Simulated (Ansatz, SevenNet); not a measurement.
For zinc-blende HgSe, the machine-learned potential SevenNet-l3i5 (trained on PBE and PBE+U data) gives:

equilibrium lattice constant a: 6.277 Å
bulk modulus B0: 43.2 GPa

**Question.** What does PBE0 (PAW; Ansatz, an electronic-structure program) give for the same quantities?

**Answer.** 
- lattice constant a: 6.174 Å (falls by 1.6 %)
- bulk modulus: 51.2 GPa (rises by 19 %)

For comparison: lattice constant a 6.085 Å (measured, 293 K, no zero-point or thermal correction; as tabulated in Cardona et al. (2009), arXiv:0908.2634); bulk modulus 50 GPa (measured, temperature not stated, not corrected to a static lattice, our sources range from 48.5 to 51.6; as tabulated in Toher et al. (2017), arXiv:1611.05714).

Changes are worked out from the printed values.

Unless a cell is named, each level is at its own relaxed cell (SevenNet-l3i5 30.91, PBE0 29.41 Å³/atom).

Levels without +SOC leave out spin–orbit coupling, which shifts energies and cells of such heavy elements.

Ansatz's density-functional and Hartree–Fock values are scalar-relativistic unless marked +SOC, with PAW data made under PBE.
